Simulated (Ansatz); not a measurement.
# C3H5NS: the cost of one run

All numbers below are computed with Ansatz 0.2.0 (RKS B3LYP-D4/def2-mTZVP).

### Step 1. The structure to begin with

Bond lengths: C1–C2 1.546 Å, C2–S3 1.799 Å, C2–C4 1.437 Å, C4–N5 1.197 Å, C1–H6 1.111 Å, C1–H7 1.045 Å, C1–H8 1.095 Å, C2–H9 1.049 Å, S3–H10 1.352 Å. Angles: C1–C2–S3 107.8°, C1–C2–C4 115.2°, C1–C2–H9 108.6°, S3–C2–C4 109.1°, S3–C2–H9 106.4°, C4–C2–H9 109.5°, C2–C1–H6 109.0°, C2–C1–H7 113.1°, C2–C1–H8 105.8°, H6–C1–H7 112.7°, H6–C1–H8 104.9°, H7–C1–H8 110.7°, C2–S3–H10 98.1°, C2–C4–N5 172.6°.

Structure file:

```xyz
10

C    -0.3870   -0.8888    0.4798
C     0.1141    0.2694   -0.4132
S     1.7424    0.7545    0.1789
C    -0.7371    1.4266   -0.4475
N    -1.5624    2.2920   -0.4995
H    -0.5737   -0.5016    1.5045
H     0.2497   -1.7177    0.4707
H    -1.3767   -1.1558    0.0949
H     0.2504   -0.0941   -1.3882
H     2.3635   -0.4358    0.0224
```

### Step 2. Relaxing end A

input.yaml reads:

```yaml
crystal:
  periodic: [false, false, false]
  atoms:
    - { symbol: C, position_ang: [-0.387, -0.8888, 0.4798] }
    - { symbol: C, position_ang: [0.1141, 0.2694, -0.4132] }
    - { symbol: S, position_ang: [1.7424, 0.7545, 0.1789] }
    - { symbol: C, position_ang: [-0.7371, 1.4266, -0.4475] }
    - { symbol: "N", position_ang: [-1.5624, 2.292, -0.4995] }
    - { symbol: H, position_ang: [-0.5737, -0.5016, 1.5045] }
    - { symbol: H, position_ang: [0.2497, -1.7177, 0.4707] }
    - { symbol: H, position_ang: [-1.3767, -1.1558, 0.0949] }
    - { symbol: H, position_ang: [0.2504, -0.0941, -1.3882] }
    - { symbol: H, position_ang: [2.3635, -0.4358, 0.0224] }
basis:
  gaussian: { orbitals: def2-mTZVP }
hamiltonian:
  xc: b3lyp
  dispersion: d4
relax:
  f_tol: 0.015
  max_steps: 40
output:
  orbitals: {}
```

The run is started by

```sh
> ansatz run input.yaml --threads 2 --pin off --max-ram 3072MiB --backend cpu --events-out ev --progress --plain --runs-dir out
```

**Question.** How long does this run take on 2 threads of AMD EPYC 9R14 (Zen 4), shared host, and how much memory does it need?

About 15 s, with a peak of 0.25 GiB.
